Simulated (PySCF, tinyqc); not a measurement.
Inside a calculation (part 2 of 2). Method: RHF in the sto-3g basis, for LiH, spin multiplicity 1. The lowest restricted solution is unstable here: a spin-polarised one lies 0.0034 hartree lower (PySCF). Computed by tinyqc, a small Python program that keeps every step (integrals from PySCF). Command: `OMP_NUM_THREADS=1 python tinyqc.py 24183 24184 out.jsonl` (the two numbers bound the seeds that draw the settings). One thread of a shared host (Intel(R) Xeon(R) Processor @ 2.60GHz), about 0.07 s of CPU time with the checks.

Geometry (angstrom):
```
atom       x       y       z
Li    0.0000  0.0000  0.0000
H     0.0000  0.0000  2.1680
```

## Convergence

Stop when the energy changes by less than 1e-09 hartree and every element of the error matrix X^T (F D S - S D F) X is below 9e-06.

Course of the cycle:
```
iteration  E (hartree)     change  largest element of the error matrix
1            -7.778301          -                             1.64e-01
2            -7.793965  -1.57e-02                             9.03e-02
3            -7.802308  -8.34e-03                             4.87e-02
4            -7.806764  -4.46e-03                             2.33e-02
5            -7.809141  -2.38e-03                             1.09e-02
6            -7.810402  -1.26e-03                             5.48e-03
7            -7.811091  -6.89e-04                             2.74e-03
8            -7.811450  -3.58e-04                             1.37e-03
9            -7.811632  -1.83e-04                             6.84e-04
10           -7.811725  -9.23e-05                             3.42e-04
11           -7.811771  -4.64e-05                             1.71e-04
12           -7.811794  -2.32e-05                             8.55e-05
13           -7.811806  -1.16e-05                             4.28e-05
14           -7.811812  -5.82e-06                             2.14e-05
15           -7.811815  -2.91e-06                             1.07e-05
16           -7.811816  -1.46e-06                             5.34e-06
17           -7.811817  -7.28e-07                             2.67e-06
18           -7.811817  -3.64e-07                             1.34e-06
19           -7.811817  -1.82e-07                             6.68e-07
20           -7.811817  -9.10e-08                             3.34e-07
21           -7.811817  -4.55e-08                             1.67e-07
22           -7.811817  -2.27e-08                             8.35e-08
23           -7.811817  -1.14e-08                             4.18e-08
24           -7.811817  -5.69e-09                             2.09e-08
25           -7.811817  -2.84e-09                             1.04e-08
26           -7.811817  -1.42e-09                             5.22e-09
27           -7.811817  -7.11e-10                             2.61e-09
```

PySCF RHF in the same basis = -7.811817 hartree

Converged in 27 iterations.

## Populations, bond orders and dipole

D after iteration 27, order 1Li 1s, 1Li 2s, 1Li 2px, 1Li 2py, 1Li 2pz, 2H 1s:
$$\begin{pmatrix}
2.0105 & -0.0834 & 0.0000 & 0.0000 & -0.1056 & -0.1812 \\
-0.0834 & 0.5042 & 0.0000 & 0.0000 & 0.3253 & 0.5984 \\
0.0000 & 0.0000 & 0.0000 & 0.0000 & 0.0000 & 0.0000 \\
0.0000 & 0.0000 & 0.0000 & 0.0000 & 0.0000 & 0.0000 \\
-0.1056 & 0.3253 & 0.0000 & 0.0000 & 0.2112 & 0.3882 \\
-0.1812 & 0.5984 & 0.0000 & 0.0000 & 0.3882 & 0.7136
\end{pmatrix}$$

overlap S, order 1Li 1s, 1Li 2s, 1Li 2px, 1Li 2py, 1Li 2pz, 2H 1s:
$$\begin{pmatrix}
1.0000 & 0.2411 & 0.0000 & 0.0000 & 0.0000 & 0.0187 \\
0.2411 & 1.0000 & 0.0000 & 0.0000 & 0.0000 & 0.2617 \\
0.0000 & 0.0000 & 1.0000 & 0.0000 & 0.0000 & 0.0000 \\
0.0000 & 0.0000 & 0.0000 & 1.0000 & 0.0000 & 0.0000 \\
0.0000 & 0.0000 & 0.0000 & 0.0000 & 1.0000 & 0.3788 \\
0.0187 & 0.2617 & 0.0000 & 0.0000 & 0.3788 & 1.0000
\end{pmatrix}$$

Mulliken: Z minus the diagonal of D S on the atom; Loewdin: the same with S^(1/2) D S^(1/2); Mayer order: 2 sum_s sum (D(s) S)_ij (D(s) S)_ji over the two atoms.

Charges (e):
```
atom  Mulliken  Loewdin
1Li     0.0139   0.0116
2H     -0.0139  -0.0116
```

Mayer bond orders:
```
pair   order
2-1   0.9998
```

dipole moment about the origin, x y z (debye): [0.0000, 0.0000, -5.0763]
